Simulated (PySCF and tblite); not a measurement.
Values are calculated unless marked as measured or tabulated.
C₆H₁₀, numbered as in [CH2:1]1[CH2:2][C@H:3]2[CH2:4][C@H:5]2[CH2:6]1.

Geometries GFN2-xTB; weights from PBE0-D3(BJ)/def2-TZVP (IEF-PCM, dichloromethane) energies and GFN2-xTB thermal corrections, with symmetry numbers and mirror pairs. Conformers within 3 kcal/mol (GFN2-xTB free energy) were kept, 10 at most. Couplings: B3LYP/6-31G* with pcJ-1 on H (gas phase; spin-dipole term only for pairs with B, N, F, Si or P). Couplings are for ¹H. H–H couplings come out 0.1 to 0.9 Hz lower than with pcJ-1 on all atoms. Of two unlike H on one atom, a is the less shielded (PBE0/pcSseg-1 (IEF-PCM, dichloromethane)). Run with PySCF (density fitting) and tblite.

The 5-ring runs over atoms 1–2–3–5–6.

```tsv
conformer	shape	weight %
1	5-ring envelope (ring torsions 17, 0, -17, 27, -27°)	99.6
2	5-ring envelope (ring torsions -18, 0, 18, -28, 28°)	0.4
```

**Question.** Give the couplings in each conformer and the averages at 298.15 K (pairs that fast motion interchanges averaged).

**Answer.** 
```tsv
coupling	pairs	1	2	average (Hz)
²J(H1b,H1a)	1	-14.0	-12.7	-14.0
³J(H1b,H2a)	2	10.9	0.2	10.8
³J(H1b,H2b)	2	9.3	7.8	9.3
³J(H1a,H2a)	2	9.7	10.4	9.7
³J(H1a,H2b)	2	0.2	11.6	0.3
²J(H2a,H2b)	2	-12.8	-13.5	-12.8
³J(H2a,H3)	2	5.3	7.8	5.3
³J(H2b,H3)	2	0.2	1.9	0.2
³J(H3,H4b)	2	3.2	3.2	3.2
³J(H3,H4a)	2	8.9	9.2	8.9
³J(H3,H5)	1	6.6	7.9	6.6
²J(H4b,H4a)	1	-6.7	-6.0	-6.7
```
